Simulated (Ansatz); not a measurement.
Basis-set extrapolation for the F atom (frozen core, the Gaussian-basis code of Ansatz). Multiplicity 2, UHF reference.

|  | cc-pV(T+d)Z | cc-pV(Q+d)Z |
| --- | --- | --- |
| HF | -99.405525 | -99.413770 |
| MP2 correlation | -0.199835 | -0.221436 |
| CCSD(T) correlation | -0.214836 | -0.236488 |

Energies in hartree. Use E(X) = E(∞) + A·exp(−5.46·√X) for Hartree–Fock and E(X) = E(∞) + B·X^(−3.05) for correlation, with X = 3 and 4.

Question: What is the CCSD(T) energy at the basis-set limit?

Answer: HF limit: -99.413770 + (-0.008245) × 0.30130 = -99.41625. Correlation limit: -0.236488 + (-0.021652) × 0.71189 = -0.25190. Total: -99.66815 hartree, 125.5 kJ/mol below CCSD(T)/cc-pV(T+d)Z.
